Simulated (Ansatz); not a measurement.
# SiH3 (doublet): from Hartree-Fock to the top rungs at distance H1–H2 along a hydrogen transfer = 0.793 Å, cc-pVTZ

Aim: climb from Hartree-Fock through coupled cluster and multireference methods for SiH3 (doublet) at one geometry and basis, and see what each rung misses.

Program: Ansatz 0.2.0, Gaussian basis. Level of theory: cc-pVTZ, core rule «outside noble gas», up to 5 orbitals frozen. These are calculated values, not measurements.

The runs, in order: UHF; CCSD(T) on ROHF; CCSD(T) on UHF; BCCD(T) on ROHF; CISD; CCSDT(Q) on ROHF; CCSDT(Q) on UHF; CASSCF and NEVPT2, 7 electrons in 7 orbitals.

10 further runs of the same task are left out: 1 for a mislabelled method, 7 that didn't finish, 2 set aside as unsound or not needed.

## (1) What is computed

The geometry derives from fragments relaxed apart (PBE0/def2-TZVP) and kept rigid, so it is no stationary point. A hydrogen atom is moved between rigid fragments.

4 atoms, charge 0, spin multiplicity 2.

Atoms are counted from 1 here; the program's logs count them from 0.

Bond lengths: H1–H2 0.793 Å, Si3–H4 1.532 Å.

Coordinates:

```xyz
4

H    -2.39898    0.04794    0.00000
H    -1.60598    0.04794    0.00000
Si    0.12502    0.04794    0.00000
H     0.52145   -1.43158    0.00000
```

## (2) UHF

in.yaml

```yaml
crystal:
  periodic: [false, false, false]
  atoms:
    - {symbol: H, position_ang: [-2.398983, 0.047936, 0.000000]}
    - {symbol: H, position_ang: [-1.605983, 0.047936, 0.000000]}
    - {symbol: Si, position_ang: [0.125017, 0.047936, 0.000000]}
    - {symbol: H, position_ang: [0.521452, -1.431577, 0.000000]}
basis:
  gaussian: {orbitals: cc-pVTZ}
magnetization: {spin_polarized: true, initial_magnetization: 1}
hamiltonian: {xc: hf}
output: {orbitals: {seedname: orbitals}}
```

Launch:

```bash
> ansatz run in.yaml --threads 1 --pin off --events-out ev --progress --plain --max-ram 2393MiB
```

After this run come: CCSD(T) on ROHF; CCSD(T) on UHF; BCCD(T) on ROHF; CISD; CCSDT(Q) on ROHF; CCSDT(Q) on UHF; CASSCF and NEVPT2, 7 electrons in 7 orbitals.

Q: Predict the results of all the runs planned. Wanted: UCCSDT(Q) below the RHF energy; RMP2 from UCCSDT(Q); UMP2 from UCCSDT(Q); RCCSD from UCCSDT(Q); RCCSD(T) from UCCSDT(Q); UCCSD(T) from UCCSDT(Q); RCCSDT(Q) from UCCSDT(Q); NEVPT2 valence from UCCSDT(Q); T1 diagnostic.

The runs gave:

| quantity | value |
| --- | --- |
| UCCSDT(Q) below the RHF energy | -4.4575 eV |
| RMP2 from UCCSDT(Q) | +963.5 meV |
| UMP2 from UCCSDT(Q) | +1009.9 meV |
| RCCSD from UCCSDT(Q) | +160.0 meV |
| RCCSD(T) from UCCSDT(Q) | +32.1 meV |
| UCCSD(T) from UCCSDT(Q) | +32.4 meV |
| RCCSDT(Q) from UCCSDT(Q) | +0.8 meV |
| NEVPT2 valence from UCCSDT(Q) | +880.8 meV |
| levels within 1 kcal/mol (43 meV) | RCCSD(T), UCCSD(T), BCCD(T), RCCSDT, UCCSDT, RCCSDT(Q) |
| T1 diagnostic | 0.021 |
| effectively unpaired electrons | 1.05 |

RCCSD(T) lands +32.1 meV from the yardstick (0.7 % of the correlation energy). One determinant dominates. These misses are within one basis, not against nature; the frozen cores of restricted and unrestricted runs differ, which can shift their rows.
